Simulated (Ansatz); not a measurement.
**H2SO4: energies up the ladder**

An exercise on one series of results from a longer session: the logs are not shown, and one member is left open.

Program: Ansatz 0.2.0. Level of theory: the levels named in each step. These are calculated values, not measurements.

**The structure to begin with**

Bond lengths: O1–S2 1.416 Å, S2–O3 1.416 Å, S2–O4 1.585 Å, S2–O5 1.585 Å, O4–H6 0.956 Å, O5–H7 0.956 Å. Angles: O1–S2–O3 121.8°, O1–S2–O4 108.5°, O1–S2–O5 107.7°, O3–S2–O4 107.7°, O3–S2–O5 108.5°, O4–S2–O5 100.6°, S2–O4–H6 106.6°, S2–O5–H7 106.6°.

As a file:

```xyz
7

O    -0.6743   -0.3256   -1.2804
S    -0.1237   -0.0367   -0.0083
O    -0.8919   -0.1372    1.1768
O     0.5065    1.4171   -0.0510
O     1.1833   -0.9173    0.1631
H     0.5056    1.7414    0.8480
H     1.4673   -1.1592   -0.7167
```

The first run:

Input file input.yaml:

```yaml
crystal:
  periodic: [false, false, false]
  atoms:
    - { symbol: O, position_ang: [-0.68636486, -0.29108141, -1.2962725] }
    - { symbol: S, position_ang: [-0.14908007, -0.04423536, -0.00974331] }
    - { symbol: O, position_ang: [-0.885667, -0.17408283, 1.19248098] }
    - { symbol: O, position_ang: [0.46116418, 1.41203568, -0.07270727] }
    - { symbol: O, position_ang: [1.13973446, -0.9389232, 0.17889792] }
    - { symbol: H, position_ang: [0.57223116, 1.74361305, 0.82675928] }
    - { symbol: H, position_ang: [1.52080216, -1.12494593, -0.68799511] }
basis:
  gaussian: { orbitals: def2-TZVPP }
hamiltonian:
  xc: pbe0
  dispersion: d4
phonons: {}
```

Command:

```bash
$ ansatz run input.yaml --threads 4 --pin off --max-ram 10240MiB --backend cpu --events-out ev --progress --plain --runs-dir out
```

Steps of the session up to this table: Frequencies, PBE0-D4/def2-TZVPP; Single point, PBE-D4/def2-TZVPP; Single point, r2SCAN-D4/def2-TZVPP; Single point, B3LYP-D4/def2-TZVPP; Single point, wB97M-V/def2-TZVPP; Single point, B2PLYP/def2-TZVPP; Single point, LDA/def2-TZVPP; Single point, PBE0-D4/def2-SVP; Single point, PBE-D4/def2-SVP; Single point, CCSD(T)/def2-TZVPP; Single point, MP2/def2-QZVPP; The cation of multiplicity 2 at the same geometry, PBE0-D4/def2-TZVPP; The cation of multiplicity 2 at the same geometry, PBE-D4/def2-TZVPP; The cation of multiplicity 2 at the same geometry, r2SCAN-D4/def2-TZVPP; The cation of multiplicity 2 at the same geometry, B3LYP-D4/def2-TZVPP; The cation of multiplicity 2 at the same geometry, wB97M-V/def2-TZVPP; The cation of multiplicity 2 at the same geometry, B2PLYP/def2-TZVPP; The cation of multiplicity 2 at the same geometry, CCSD(T)/def2-TZVPP; The cation of multiplicity 2 at the same geometry, MP2/def2-QZVPP.

One table of the session follows, with a row left open; its other results are not shown here.

It belongs to the step «Vertical ionisation energy». 

| level | vertical ionisation energy (eV) |
| --- | --- |
| PBE-D4/def2-TZVPP | 11.572 |
| r2SCAN-D4/def2-TZVPP | 11.823 |
| B3LYP-D4/def2-TZVPP | 12.130 |
| wB97M-V/def2-TZVPP | 12.314 |
| B2PLYP/def2-TZVPP | 12.279 |
| CCSD(T)/def2-TZVPP | 12.356 |
| MP2/def2-QZVPP | 13.163 |
| CCSD(T)/CBS | ? |

**Question.** Estimate the row for CCSD(T)/CBS.

**Answer.** vertical ionisation energy (eV): 12.597. In the column «vertical ionisation energy (eV)» it lies between CCSD(T)/def2-TZVPP (12.356) and MP2/def2-QZVPP (13.163).
